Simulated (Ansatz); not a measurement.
Relaxation of CH$_{7}$N$_{3}$ (11 atoms, charge 0, multiplicity 1), to a largest force component of 0.015 eV/Å in at most 40 steps.

All numbers below come from RKS PBE/def2-SVP in Ansatz.

```xyz
11
Properties=species:S:1:pos:R:3
N -0.806 0.884 -0.269
C 0.305 0.280 0.180
N -0.191 -0.696 1.064
N 0.853 -0.433 -0.934
H -1.600 0.236 -0.213
H -1.107 1.627 0.432
H 1.077 0.964 0.617
H 0.700 -1.030 1.565
H -0.414 -1.478 0.544
H 1.300 0.219 -1.483
H -0.051 -0.630 -1.482
```

Question: Where does it end, and by what steps?

Answer: The run converged. After 7 steps the energy has fallen by 1.480 eV; H11 moved furthest, 0.49 Å.

```
step  energy less start (eV)  largest force component (eV/Å)  accepted
   0                  0.0000                           6.149       yes
   1                 -1.2671                           1.626       yes
   2                 -1.3341                           0.785       yes
   3                 -1.4354                           0.395       yes
   4                 -1.4737                           0.305       yes
   5                 -1.4790                           0.168       yes
   6                 -1.4798                           0.022       yes
   7                 -1.4799                           0.004       yes
```

```xyz
11
Properties=species:S:1:pos:R:3
N -0.851 1.086 -0.194
C 0.303 0.269 0.175
N -0.018 -0.705 1.215
N 0.936 -0.351 -0.987
H -1.575 0.474 -0.603
H -1.271 1.474 0.664
H 1.057 0.965 0.613
H 0.821 -1.270 1.412
H -0.717 -1.369 0.846
H 1.114 0.375 -1.696
H 0.266 -1.004 -1.423
```

Whether the end is a true minimum wasn't checked by a vibrational analysis.

The run took 26 s on 1 thread of Arm Neoverse V1, with other jobs on the host, peak memory 0.17 GiB.
